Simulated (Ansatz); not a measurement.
hcp Zr, treated with LDA (Ansatz, an electronic-structure program, plane waves, PAW).

A perfect cell of 2 atoms has -8154.9277 eV. A cell of 36 sites with one atom taken out, atoms relaxed at the host's volume, has -142709.0945 eV. Energies are extrapolated to zero smearing.

Defect cell: Numerical settings: plane-wave cutoff 500 eV, 5×5×5 k mesh, Fermi–Dirac smearing 0.1 eV, cell of 36 sites, scalar-relativistic PAW data made under PBE.

Perfect cell: Run with plane-wave cutoff 500 eV, 15×15×10 k mesh (along the axes of the cell as run), Fermi–Dirac smearing 0.1 eV, scalar-relativistic PAW data made under PBE.

Work out the vacancy formation energy.

E_f = E(35) − 35 × E_bulk per atom = -142709.0945 − 35 × (-8154.9277/2) = 2.14 eV. Before relaxation the value is 2.23 eV.

The cell is finite, so the vacancy feels its images.

Note: energies are extrapolated to zero smearing, and mesh and cell size move such values by some hundredths of an eV or more.
